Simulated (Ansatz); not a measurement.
One change: `CC/C(F)=C\F` becomes `F/C=C(\F)CF`.

Ansatz, PBE0-D4/def2-TZVP geometries, multiplicity 1. Each molecule was computed in one conformer, which needn't be the lowest.

```csv
property,`CC/C(F)=C\F`
size of the dipole moment (PBE/def2-TZVPP) / D,0.76
zero-point energy (PBE0-D4/def2-TZVP) / kJ/mol,246.3
HOMO energy (B3LYP/def2-TZVPP) / eV,-6.91
HOMO energy (ωB97M-V/def2-TZVPP) / eV,-9.38
LUMO energy (B3LYP/def2-TZVPP) / eV,0.20
LUMO energy (PBE0/def2-TZVPP) / eV,0.49
```

(1) Give the same properties after the change, and the shifts. (An estimate is asked.)

Results:

(1) Ansatz gave: 
| property | `F/C=C(\F)CF` | shift |
| --- | --- | --- |
| size of the dipole moment (PBE/def2-TZVPP) / D | 1.38 | 0.62 |
| zero-point energy (PBE0-D4/def2-TZVP) / kJ/mol | 153.2 | -93.1 |
| HOMO energy (B3LYP/def2-TZVPP) / eV | -7.30 | -0.39 |
| HOMO energy (ωB97M-V/def2-TZVPP) / eV | -9.76 | -0.38 |
| LUMO energy (B3LYP/def2-TZVPP) / eV | 0.09 | -0.11 |
| LUMO energy (PBE0/def2-TZVPP) / eV | 0.39 | -0.10 |

With PBE0 the HOMO falls by 0.38 eV and the LUMO falls by 0.10 eV, so the gap widens by about 0.28 eV. PBE moves the HOMO by -0.36 eV and ωB97M-V by -0.38 eV. The zero-point energy changes by -93.1 kJ/mol with -9 modes. Dipoles are sizes alone; their direction can turn.

B3LYP here is the variant with VWN-RPA as its local correlation; programs differ in this.
